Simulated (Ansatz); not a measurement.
## Ansatz (development build ahead of 0.2.0) run

```yaml
crystal:
  periodic: [false, false, false]
  atoms:
    - { symbol: Li, position_ang: [0.0, 0.0, 0.0] }
    - { symbol: Li, position_ang: [1.62229, 0.0, 2.23289] }
    - { symbol: Li, position_ang: [-1.62229, 0.0, 2.23289] }
basis:
  gaussian: { orbitals: def2-SVP }
magnetization:
  spin_polarized: true
  initial_magnetization: 1
hamiltonian:
  xc: pbe0
scf:
  omitted_lower_state_checks: [starts, atomic_configurations, cluster_reference, orbital_swaps, given_window_search, neighbouring_geometries, increment]
output:
  forces: true
```

The input is written out in the form of the current development build from the run's settings.

The run gave:

```json
{
 "Converged": "yes",
 "Total energy": "-22.43273 hartree",
 "Spin squared of the determinant": "0.825",
 "Stability test": "minimum"
}
```

Forces (eV/Å):
| atom | Fx | Fy | Fz |
| --- | --- | --- | --- |
| Li1 | 0.000 | 0.000 | -0.139 |
| Li2 | 0.087 | 0.000 | 0.070 |
| Li3 | -0.087 | 0.000 | 0.070 |
